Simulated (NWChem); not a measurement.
The numbers come from NWChem runs, not from measurements. System: nitrogen (N₂), charge 0, spin multiplicity 1, at a geometry optimised with B3LYP/def2-SVP. Level: RHF/def2-TZVP.

Job file:

```
start mol
memory heap 200 mb stack 800 mb global 1000 mb
geometry units angstroms nocenter noautoz
  N      0.000000     0.000000     0.550196
  N      0.000000     0.000000    -0.550196
  symmetry group D2h
end
basis spherical
  * library def2-tzvp
end
scf
  rhf
  nopen 0
  maxiter 100
  thresh 1e-7
  semidirect memsize 60000000 filesize 0
end
task scf energy
```

Output (cleaned and shortened):

```
             Northwest Computational Chemistry Package (NWChem) 7.3.0
             --------------------------------------------------------

                                NWChem Input Module
                                -------------------

 Scaling coordinates for geometry "geometry" by  1.889725989
 (inverse scale =  0.529177249)

 Turning off AUTOSYM since
 SYMMETRY directive was detected!

                             Geometry "geometry" -> ""
                             -------------------------

 Output coordinates in angstroms (scale by  1.889725989 to convert to a.u.)

  No.       Tag          Charge          X              Y              Z
 ---- ---------------- ---------- -------------- -------------- --------------
    1 N                    7.0000     0.00000000     0.00000000     0.55019600
    2 N                    7.0000     0.00000000     0.00000000    -0.55019600

 Effective nuclear repulsion energy (a.u.)      23.5640437235

            Nuclear Dipole moment (a.u.)
            ----------------------------
        X                 Y               Z
 ---------------- ---------------- ----------------
     0.0000000000     0.0000000000     0.0000000000

      Symmetry information
      --------------------

 Group name             D2h
 Group number             26
 Group order               8
 No. of unique centers     1

      Symmetry unique atoms

     1


 Summary of "ao basis" -> "" (spherical)
 ------------------------------------------------------------------------------
       Tag                 Description            Shells   Functions and Types
 ---------------- ------------------------------  ------  ---------------------
 *                         def2-tzvp                  on all atoms

 Summary of "ao basis" -> "ao basis" (spherical)
 ------------------------------------------------------------------------------
       Tag                 Description            Shells   Functions and Types
 ---------------- ------------------------------  ------  ---------------------
 N                         def2-tzvp                11       31   5s3p2d1f
[...]
              MO Center=  1.5D-34,  2.5D-19, -3.2D-17, r^2= 9.1D-01
   Bfn.  Coefficient  Atom+Function         Bfn.  Coefficient  Atom+Function
  ----- ------------  ---------------      ----- ------------  ---------------
     7      0.304095  1 N  py                38      0.304095  2 N  py
    10      0.274983  1 N  py                41      0.274983  2 N  py

 Vector    7  Occ=2.000000D+00  E=-6.128490D-01  Symmetry=b3u
              MO Center=  5.9D-22, -9.1D-40,  1.3D-17, r^2= 9.1D-01
   Bfn.  Coefficient  Atom+Function         Bfn.  Coefficient  Atom+Function
  ----- ------------  ---------------      ----- ------------  ---------------
     6      0.304095  1 N  px                37      0.304095  2 N  px
     9      0.274983  1 N  px                40      0.274983  2 N  px

 Vector    8  Occ=0.000000D+00  E= 1.525389D-01  Symmetry=b3g
              MO Center=  7.6D-36,  9.0D-22,  5.7D-17, r^2= 1.9D+00
   Bfn.  Coefficient  Atom+Function         Bfn.  Coefficient  Atom+Function
  ----- ------------  ---------------      ----- ------------  ---------------
    13      0.728235  1 N  py                44     -0.728235  2 N  py
     7      0.296119  1 N  py                38     -0.296119  2 N  py
    10      0.268194  1 N  py                41     -0.268194  2 N  py

 Vector    9  Occ=0.000000D+00  E= 1.525389D-01  Symmetry=b2g
              MO Center= -8.1D-21,  5.5D-35,  3.6D-17, r^2= 1.9D+00
   Bfn.  Coefficient  Atom+Function         Bfn.  Coefficient  Atom+Function
  ----- ------------  ---------------      ----- ------------  ---------------
    12      0.728235  1 N  px                43     -0.728235  2 N  px
     6      0.296119  1 N  px                37     -0.296119  2 N  px
     9      0.268194  1 N  px                40     -0.268194  2 N  px

 Vector   10  Occ=0.000000D+00  E= 3.634800D-01  Symmetry=ag
              MO Center=  7.4D-35, -4.9D-21,  1.9D-16, r^2= 3.1D+00
   Bfn.  Coefficient  Atom+Function         Bfn.  Coefficient  Atom+Function
  ----- ------------  ---------------      ----- ------------  ---------------
     4      1.387100  1 N  s                 35      1.387100  2 N  s
     5     -1.261597  1 N  s                 36     -1.261597  2 N  s
    11      0.171815  1 N  pz                42     -0.171815  2 N  pz

 center of mass
 --------------
 x =   0.00000000 y =   0.00000000 z =   0.00000000

 moments of inertia (a.u.)
 ------------------
          30.275113808623           0.000000000000           0.000000000000
           0.000000000000          30.275113808623           0.000000000000
           0.000000000000           0.000000000000           0.000000000000

  Mulliken analysis of the total density
  --------------------------------------

    Atom       Charge   Shell Charges
 -----------   ------   -------------------------------------------------------
    1 N    7     7.00   0.82  1.15  0.61  0.86  0.33  1.36  1.36  0.42  0.02  0.06  0.01
    2 N    7     7.00   0.82  1.15  0.61  0.86  0.33  1.36  1.36  0.42  0.02  0.06  0.01

       Multipole analysis of the density wrt the origin
       ------------------------------------------------

     L   x y z        total         open         nuclear
     -   - - -        -----         ----         -------
     0   0 0 0     -0.000000      0.000000     14.000000

     1   1 0 0      0.000000      0.000000      0.000000
     1   0 1 0     -0.000000      0.000000      0.000000
     1   0 0 1     -0.000000      0.000000      0.000000

     2   2 0 0     -7.699269      0.000000      0.000000
     2   1 1 0     -0.000000      0.000000      0.000000
     2   1 0 1     -0.000000      0.000000      0.000000
     2   0 2 0     -7.699269      0.000000      0.000000
     2   0 1 1      0.000000      0.000000      0.000000
     2   0 0 2     -8.694759      0.000000     15.134238

 Task  times  cpu:        0.9s     wall:        0.9s

 Total times  cpu:        1.0s     wall:        1.0s
```
